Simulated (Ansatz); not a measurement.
# AlHO (singlet): wave-function methods side by side at distance O2–H3 = 1.302 Å, 6-31G

One table from this session's results is given with a row withheld; the runs are named, their logs left out.

Computed with Ansatz 0.2.0, Gaussian basis. Level: 6-31G, core rule «outside noble gas», up to 6 orbitals frozen.

Plan: UHF; CCSD(T) on RHF; BCCD(T) on RHF; CISD; CCSDT(Q) on RHF; CISDTQ; CCSDTQ on RHF; CASSCF and MRCISD+Q, 2 electrons in 2 orbitals; CASSCF and NEVPT2, 2 electrons in 2 orbitals; Full CI.

29 further runs of the same task are left out: 16 for a known fault of the program, 8 that didn't finish, 5 set aside as unsound or not needed.

## The geometry

The geometry derives from a PBE0/def2-TZVP stationary point (not a proven minimum). One bond is set to the value named and the two fragments are kept rigid.

3 atoms, charge 0, spin multiplicity 1.

Atoms are counted from 1 here; the program's logs count them from 0.

Bond lengths: Al1–O2 1.674 Å.

Coordinates:

```mol
AlHO
  3D, bonds by distance, orders not assigned

  3  1  0  0  0  0  0  0  0  0999 V2000
    0.0000    0.0000    1.5503 Al  0  0
    0.0000    0.0000   -0.1242 O   0  0
    0.0000    0.0000   -1.4262 H   0  0
  1  2  8  0
M  END
```

The first run:

in.yaml

```yaml
crystal:
  periodic: [false, false, false]
  atoms:
    - {symbol: Al, position_ang: [0.000000, 0.000000, 1.550313]}
    - {symbol: O, position_ang: [0.000000, 0.000000, -0.124157]}
    - {symbol: H, position_ang: [0.000000, 0.000000, -1.426157]}
basis:
  gaussian: {orbitals: 6-31G}
magnetization: {spin_polarized: true, initial_magnetization: 0}
hamiltonian: {xc: hf}
output: {orbitals: {seedname: orbitals}}
```

Started as:

```bash
ansatz run in.yaml --threads 1 --pin off --events-out ev --progress --plain --max-ram 2393MiB
```

Among the steps run: UHF; CCSD(T) on RHF; BCCD(T) on RHF; CISD; CCSDT(Q) on RHF; CISDTQ; CCSDTQ on RHF; CASSCF and MRCISD+Q, 2 electrons in 2 orbitals; CASSCF and NEVPT2, 2 electrons in 2 orbitals; Full CI.

One of the session's tables, all rows but one given; the rest of the session is left out.

It belongs to the step «Misses and costs». 

```
       method  from FCI (meV)
          RHF         +5099.2
         RMP2          +478.5
         CISD               ?
        RCCSD          +148.7
     RCCSD(T)           +32.3
      BCCD(T)           +25.6
       RCCSDT           +23.6
       CISDTQ           +32.6
    RCCSDT(Q)            -4.2
      RCCSDTQ            +0.2
  CASSCF pair         +4176.3
  NEVPT2 pair          +367.9
  MRCISD pair          +384.3
MRCISD+Q pair           +75.3
          FCI               0
```

**Question.** Estimate the row for CISD.

As computed: from FCI (meV): +534.4. In the column «from FCI (meV)» it lies between RMP2 (+478.5) and CASSCF pair (+4176.3).

Limits of these values: RCCSDT(Q) falls below full CI, which methods that aren't variational can do.
